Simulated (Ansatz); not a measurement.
**C₄H₆: basis-set convergence**

The task here is to estimate one member of a computed series from the others.

Program: Ansatz 0.2.0, Gaussian basis. Level of theory: one geometry, several basis sets. These are calculated values, not measurements.

Plan: PBE0-D4/def2-SVP; ωB97M-V/def2-SVP; PBE0-D4/def2-QZVPP; ωB97M-V/def2-QZVPP; the functionals' def2-TZVPP values are taken from earlier runs.

## The relaxed structure

The geometry comes from an earlier relaxation with PBE0-D4 in a triple-zeta def2 set; it is a stationary point, not always the lowest conformer.

SMILES `C=C=CC`, 10 atoms, charge 0, spin multiplicity 1.

Atoms are counted from 1 here; the program's logs count them from 0.

Bond lengths: C1–C2 1.301 Å, C1–H5 1.086 Å, C1–H6 1.086 Å, C2–C3 1.301 Å, C3–C4 1.497 Å, C3–H7 1.089 Å, C4–H8 1.094 Å, C4–H9 1.090 Å, C4–H10 1.094 Å. Angles: C2–C1–H5 121.3°, C2–C1–H6 121.3°, H5–C1–H6 117.4°, C1–C2–C3 179.8°, C2–C3–C4 124.9°, C2–C3–H7 117.8°, C4–C3–H7 117.3°, C3–C4–H8 110.7°, C3–C4–H9 111.2°, C3–C4–H10 110.7°, H8–C4–H9 108.5°, H8–C4–H10 107.1°, H9–C4–H10 108.4°.

Coordinates:

```mol
C4H6
  3D, bonds by distance, orders not assigned

 10  9  0  0  0  0  0  0  0  0999 V2000
   -1.0198    1.6360   -0.8064 C   0  0
   -0.2086    0.6500   -0.5585 C   0  0
    0.6009   -0.3373   -0.3072 C   0  0
    0.5239   -1.2212    0.8992 C   0  0
   -1.9328    1.4862   -1.3743 H   0  0
   -0.8092    2.6416   -0.4557 H   0  0
    1.3947   -0.5389   -1.0246 H   0  0
    0.3852   -2.2658    0.6056 H   0  0
   -0.3029   -0.9324    1.5480 H   0  0
    1.4515   -1.1695    1.4768 H   0  0
  1  2  8  0
  2  3  8  0
  3  4  8  0
  1  5  8  0
  1  6  8  0
  3  7  8  0
  4  8  8  0
  4  9  8  0
  4 10  8  0
M  END
```

Set-up of the first run:

The input, in.yaml:

```yaml
crystal:
  periodic: [false, false, false]
  atoms:
    - {symbol: C, position_ang: [-1.019754, 1.636018, -0.806398]}
    - {symbol: C, position_ang: [-0.208577, 0.649979, -0.558467]}
    - {symbol: C, position_ang: [0.600904, -0.337331, -0.307173]}
    - {symbol: C, position_ang: [0.523925, -1.221181, 0.899210]}
    - {symbol: H, position_ang: [-1.932815, 1.486221, -1.374260]}
    - {symbol: H, position_ang: [-0.809246, 2.641627, -0.455676]}
    - {symbol: H, position_ang: [1.394697, -0.538872, -1.024625]}
    - {symbol: H, position_ang: [0.385241, -2.265814, 0.605554]}
    - {symbol: H, position_ang: [-0.302916, -0.932416, 1.548016]}
    - {symbol: H, position_ang: [1.451541, -1.169530, 1.476817]}
basis:
  gaussian: {orbitals: def2-SVP}
hamiltonian: {xc: pbe0, dispersion: d4}
output: {orbitals: {seedname: orbitals}}
```

Started as:

```sh
ansatz run in.yaml --threads 4 --pin off --events-out ev --progress --plain --max-ram 10444MiB
```

Among the steps run: PBE0-D4 in def2-SVP; ωB97M-V in def2-SVP; PBE0-D4 in def2-QZVPP; ωB97M-V in def2-QZVPP.

One table of the session follows, with a row left open; its other results are not shown here.

It belongs to the step «Density functionals: the series». 

```
functional       basis  HOMO (eV)  LUMO (eV)
   PBE0-D4    def2-SVP      -7.16       0.61
   PBE0-D4  def2-TZVPP      -7.21       0.37
   PBE0-D4  def2-QZVPP          ?          ?
   ωB97M-V    def2-SVP      -9.37       2.76
   ωB97M-V  def2-TZVPP      -9.43       2.35
   ωB97M-V  def2-QZVPP      -9.44       1.84
```

**Question.** Estimate the row for PBE0-D4, def2-QZVPP.

As computed: HOMO (eV): -7.22; LUMO (eV): 0.23. In the column «HOMO (eV)» it lies between ωB97M-V, def2-SVP (-9.37) and PBE0-D4, def2-TZVPP (-7.21).
